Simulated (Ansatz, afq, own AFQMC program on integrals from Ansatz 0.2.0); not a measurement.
## Atomization energy of Si₃H₆, singlet

```xyz
9

Si   -1.2036   -0.1729   -0.5862
Si    0.9063    0.8339   -0.5526
Si    0.2981   -0.6627    1.1376
H    -1.4730   -1.2211   -1.6117
H    -2.3940    0.6673   -0.2703
H     1.9171    0.3975   -1.5579
H     0.9932    2.2836   -0.2154
H     0.9394   -2.0084    1.1602
H     0.0165   -0.1173    2.4964
```

Atoms in their ground-state spins without spin–orbit coupling (mostly on UHF) minus the molecule (RHF), without zero-point energy. The geometry is a stationary point, not shown to be a minimum.

Basis def2-TZVP. Noble-gas cores (and the filled d shells of Ga–Kr and In–Xe) are frozen. Integrals, coupled cluster, full CI and functionals: Ansatz 0.2.0; the random walks run on the same integrals in our own AFQMC program. ph-AFQMC/CISD is guided by a CISD state made of CCSD amplitudes; releasing the constraint for a short imaginary time cuts its bias at the price of noise, slowly where states lie close. Uncertainties: one standard error, sampling alone. The errors of all members are added in quadrature.

No full CI on the walks' own integrals is used here. The released AFQMC energy serves as the reference, which it does only where one determinant dominates, the energy is flat over the last release times and near the phaseless one (40 meV or 2 meV an electron, half that with transition metals). On small molecules, where full CI could be run and the noise was under 10 meV, such values lay within 10 meV of it in 19 cases of 20, a flattering rate, since the rule was set on those same cases; what remains of the bias isn't in the error bar. Each member takes its own surest rung, up to full CI.

The best estimate is CCSD(T) at the basis-set limit (CBS: def2-TZVPP and def2-QZVPP, with their diffuse functions for anions and beside diffuse sets, CCSD(T) itself extrapolated) plus the step from CCSD(T) to AFQMC with the constraint released in def2-TZVP. Rows without CBS are in def2-TZVP; B2PLYP and the wave-function rows carry a basis error of their own. Core correlation and relativity beyond core potentials are missing, and ± holds the sampling alone.

Cautions: Si₃H₆ (singlet): the released value is read at 1.50 1/Eh (meV from the phaseless value at times in 1/Eh: -2 ± 8 at 0.24, -5 ± 7 at 0.51, -11 ± 8 at 0.99, -13 ± 9 at 1.50); other spins of the molecule weren't checked.

| level | atomization energy (eV) |
| --- | --- |
| PBE | 25.562 |
| PBE0 | 25.584 |
| MP2 | 24.397 |

From these cheaper values, estimate the atomization energy at the level of the best estimate.

26.091 ± 0.009 eV (best estimate, highest rung released AFQMC).

```tsv
level	atomization energy (eV)	error against the best estimate (eV)
HF	19.389	-6.702 ± 0.009
CCSD	24.559	-1.532 ± 0.009
CCSD(T)	24.830	-1.261 ± 0.009
ph-AFQMC/CISD	24.859 ± 0.010	-1.231 ± 0.014
released AFQMC	24.858 ± 0.009	-1.233
HF/CBS	19.454	-6.637 ± 0.009
MP2/CBS	25.650	-0.441 ± 0.009
CCSD(T)/CBS	26.069	-0.022 ± 0.009
r2SCAN	26.051	-0.040 ± 0.009
B3LYP	25.527	-0.564 ± 0.009
wB97M-V	25.898	-0.193 ± 0.009
B2PLYP	25.296	-0.795 ± 0.009
```

Correlation beyond CCSD(T) adds 0.022 ± 0.009 eV. Going to the basis-set limit adds 1.239 eV at CCSD(T). The perturbative (T) step is worth +0.271 eV. The functionals spread over 0.755 eV; r2SCAN comes nearest and B2PLYP is 0.795 eV too low.

Best estimates are given only where the step beyond CCSD(T) is under 0.3 eV and no member's determinant is very poor (T1 over 0.05, or 0.07 for open shells, ⟨S²⟩ too high by 0.3, two states mixed), so the hardest cases are missing from such tables.

The functionals ran in a triple-zeta set and keep a basis error of their own, a few kJ/mol for each bond in atomization energies and more for double hybrids, so close places among them and the extrapolated levels can swap.

Each member of a difference takes its own highest rung, so a best estimate needn't equal the limit plus the step of one row. Released energies are given only where the last usable release times agree within the noise; a slower fall can still hide under it.
